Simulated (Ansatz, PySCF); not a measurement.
Molecule: methylaminoboronic acid, CH$_{6}$BNO$_{2}$, net charge 0, singlet state. SMILES: CNB(O)O
Structure (B3LYP-D3(BJ)/def2-TZVP (Ansatz, a program for electronic structure) minimum search):
```xyz
11

C      1.8389     0.7209     0.1206
N      0.7835    -0.2076     0.4795
B     -0.5420    -0.2111    -0.0376
O     -1.4826    -1.1421     0.3431
O     -0.9883     0.7192    -0.9466
H      2.5563     0.8204     0.9364
H      2.3904     0.4209    -0.7780
H      1.4271     1.7180    -0.0527
H      1.0872    -0.9676     1.0641
H     -1.1868    -1.7562     1.0181
H     -0.3154     1.3310    -1.2519
```
Charge 0, spin multiplicity 1.

MP2/6-31G* beside other levels, property by property. Set-up: frozen cores in correlated levels; each state is the SCF solution reached for its charge and spin; no dispersion term unless named; spin-orbit terms left out; open shells spin-unrestricted; atomisation electronic, to ground-state atoms; non-relativistic; 6-31G* and kin with 6d, 5d where marked. Basis-set limits of correlation are two-point, X^-3; Hartree-Fock from the larger set. [CCSD(T)-MP2]/basis is that difference in the basis named. Ab initio and DFT rows: single points at B3LYP-D3(BJ) geometries (Ansatz), with unscaled harmonic terms from B3LYP/6-31G* (Ansatz) at its own minima, enthalpies of formation by atomisation with measured atoms. Levels can end on unlike triplets.

Coupled cluster (Ansatz) is a level with limits of its own, used here on species with T1 under 0.025 (0.045 for open shells) and stable references: (a) RI-MP2/CBS(aug-cc-pVTZ,aug-cc-pVQZ)+[CCSD(T)-MP2]/aug-cc-pVTZ; (b) CCSD(T)/CBS(aug-cc-pVTZ,aug-cc-pVQZ); (c) CCSD(T)/CBS(cc-pVTZ,cc-pVQZ).

```
property                                                                     MP2/6-31G* (Ansatz)  B3LYP/STO-3G (Ansatz)  M06-2X/6-31G* (5d) (PySCF)  B3LYP/def2-TZVPD (Ansatz)             to compare with
---------------------------------------------------------------------------  -------------------  ---------------------  --------------------------  -------------------------  --------------------------
atomisation energy (kcal/mol)                                                              988.7                 1170.3                      1065.5                     1066.5  1072.3 coupled cluster (b)
H-N bond dissociation enthalpy at 298 K, to C[N]B(O)O + H atom (kcal/mol)                   94.4                  114.8                       101.4                      100.8   106.2 coupled cluster (c)
enthalpy of formation at 298 K (kcal/mol)                                                  -91.6                 -273.2                      -168.5                     -169.5  -175.2 coupled cluster (b)
B-O bond dissociation enthalpy at 298 K, to CN[B]O + [OH] (HO) (kcal/mol)                  140.4                  147.4                       142.5                      133.8   141.5 coupled cluster (c)
vertical triplet-singlet gap, E(triplet) - E(singlet) (eV)                                  7.54                   8.36                        7.24                       5.51    5.87 coupled cluster (a)
B-N bond dissociation enthalpy at 298 K, to O[B]O + C[NH] (CH4N) (kcal/mol)                124.1                  133.2                       125.7                      115.1   125.0 coupled cluster (a)
vertical ionisation energy to the doublet (eV)                                              9.28                   6.90                        9.53                       9.46    9.76 coupled cluster (a)
```

As the rows show:
- atomisation energy: MP2/6-31G* lies 83.6 kcal/mol below coupled cluster.
- H-N bond dissociation enthalpy at 298 K, to C[N]B(O)O + H atom: MP2/6-31G* lies 11.8 kcal/mol below coupled cluster.
- enthalpy of formation at 298 K: MP2/6-31G* lies 83.6 kcal/mol above coupled cluster.
- B-O bond dissociation enthalpy at 298 K, to CN[B]O + [OH] (HO): MP2/6-31G* lies 1.1 kcal/mol below coupled cluster.
- vertical triplet-singlet gap, E(triplet) - E(singlet): MP2/6-31G* lies 1.67 eV above coupled cluster.
- B-N bond dissociation enthalpy at 298 K, to O[B]O + C[NH] (CH4N): MP2/6-31G* lies 0.9 kcal/mol below coupled cluster.
- vertical ionisation energy to the doublet: MP2/6-31G* lies 0.48 eV below coupled cluster.

The properties are those with a value to compare with, at most eight drawn at random. No case is left out for the size of its miss. Left out are saddle points of the reference geometry, anions that the best level run finds unbound, excited spin states, species near biochemistry, 298 K rows of species without real B3LYP wavenumbers, cases with under five habitual levels, runs that failed or that the program found above a lower state of the same kind, table entries that another table contradicts, and a share of species set aside by lot.
